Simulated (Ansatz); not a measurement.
Species: NH3 (charge +1, doublet). SMILES of the parent species: N
Structure (B3LYP-D3(BJ)/def2-TZVP (Ansatz, an electronic-structure program) minimum search):
```
N
H 1 1.0255
H 1 1.0255 2 120.00
H 1 1.0255 2 120.00 3 -180.00
```
Charge +1, spin multiplicity 2.

Parts of the frozen-core correlation energy in cc-pVDZ (Ansatz, hartree). Frozen orbitals: 1; correlated occupied orbitals by spin: 4 and 3; virtual: 24 and 25. Open shells are spin-unrestricted. Spin-orbit coupling is left out. Non-relativistic.

| term | value |
|---|---|
| reference (HF) | -55.88523 |
| MP2 opposite-spin | -0.11177 |
| MP2 same-spin | -0.03001 |
| CCSD correlation | -0.16260 |
| (T) | -0.00244 |
| CCSDT minus CCSD(T) | -0.00032 |
| CCSDT(Q) minus CCSD(T) | -0.00048 |
| T1 diagnostic | 0.007 |
| largest doubles amplitude | 0.036 |
| <S^2> of the reference | 0.761 |
